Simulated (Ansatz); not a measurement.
Relaxation of ClH2SSi (5 atoms, charge -1, multiplicity 1), to a largest force component of 0.015 eV/Å in at most 40 steps.

Theory: RKS PBE-D4/def2-SVP (Ansatz 0.2.0).

```xyz
5
Properties=species:S:1:pos:R:3:forces:R:3
S -1.405 -0.539 0.067 -0.22 -0.25 0.75
Si 0.788 -0.240 -0.328 0.91 -0.19 1.36
Cl 1.442 -2.127 -1.314 0.02 -0.33 -0.21
H -1.778 -0.095 -1.126 -0.47 0.15 -0.81
H 0.521 0.456 -1.605 -0.25 0.62 -1.08
```

Question: Where does it end, and by what steps?

Answer: The forces met the threshold. Limits of this set-up: an anion without diffuse functions, the dipole of an ion depends on the origin. After 7 steps the energy has fallen by 0.158 eV; H4 moved furthest, 0.36 Å.

```
step  energy less start (eV)  largest force component (eV/Å)  accepted
   0                  0.0000                           1.355       yes
   1                 -0.1106                           0.359       yes
   2                 -0.1349                           0.658       yes
   3                 -0.1488                           0.247       yes
   4                 -0.1561                           0.054       yes
   5                 -0.1577                           0.039       yes
   6                 -0.1569                           0.082        no
   7                 -0.1582                           0.012       yes
```

```xyz
5
Properties=species:S:1:pos:R:3
S -1.393 -0.361 0.100
Si 0.861 -0.226 -0.265
Cl 1.264 -2.142 -1.390
H -1.870 -0.434 -1.180
H 0.707 0.617 -1.571
```

Whether the end is a true minimum wasn't checked by a vibrational analysis.

Time of the run: 12 s on 1 thread of Arm Neoverse V2 (shared host), peak memory 0.13 GiB.
